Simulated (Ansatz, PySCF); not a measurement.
Species: C3H4, charge 0, singlet. C3H4 (prop-1-yne, SMILES C(#C)C).
B3LYP-D3(BJ)/def2-TZVP minimum from Ansatz (a quantum-chemistry and plane-wave program):
```xyz
7

C     -0.0011    -0.0004     0.2181
C     -0.0068    -0.0029     1.4176
C      0.0060     0.0025    -1.2360
H     -0.0119    -0.0051     2.4795
H      0.0152     1.0232    -1.6237
H      0.8874    -0.5130    -1.6226
H     -0.8790    -0.5002    -1.6311
```
Charge 0, spin multiplicity 1.

Atomisation energy term by term, kcal/mol (programs: Ansatz). Open shells are spin-unrestricted; no spin-orbit coupling. Cores are frozen in correlated methods. Rows without X2C or -DK are non-relativistic. CBS(X,Y): correlation extrapolated as X^-3, Hartree-Fock from the larger set (Q,5: extrapolated as (X+1)exp(-9√X)). A bracket is a step between two methods taken in the basis named. 'core' is core correlation in cc-pwCVTZ, 'X2C' scalar relativity in cc-pVTZ-DK, both at CCSD(T). Where a partner has so few electrons that a lower coupled-cluster level is exact, that level stands in.

```
term                                                          basis  kcal/mol
-----------------------  ------------------------------------------  --------
Hartree-Fock                                   CBS(cc-pVQZ,cc-pV5Z)    525.10
CCSD correlation                               CBS(cc-pVQZ,cc-pV5Z)    164.63
(T)                                            CBS(cc-pVQZ,cc-pV5Z)     12.00
CCSDT(Q) - CCSD(T)                                          cc-pVDZ      0.53
core correlation                                          cc-pwCVTZ      3.56
scalar relativity                                   X2C, cc-pVTZ-DK     -0.48
minus zero-point energy  Hessian by PySCF at B3LYP-D3(BJ)/def2-TZVP    -34.84
sum: D0                                                                 670.5
```
